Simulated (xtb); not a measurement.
AlCl₃, SMILES [Cl][Al]([Cl])[Cl]. All values are semi-empirical tight-binding results from xtb (GFN2-xTB unless named), good for trends rather than for accurate numbers. Geometry: GFN2-xTB. The isomer is the one that the SMILES or the coordinates give; other isomers of the formula were not compared.

For metal compounds this method's bond lengths and energies can be far off.

```
Property                                       Result
-------------------------------------  --------------
point group as xtb finds it                       D3h
orbital gap                                   4.57 eV
zero-point energy                        2.9 kcal/mol
G − E(el) at 298.15 K (modified RRHO)  -15.6 kcal/mol
```
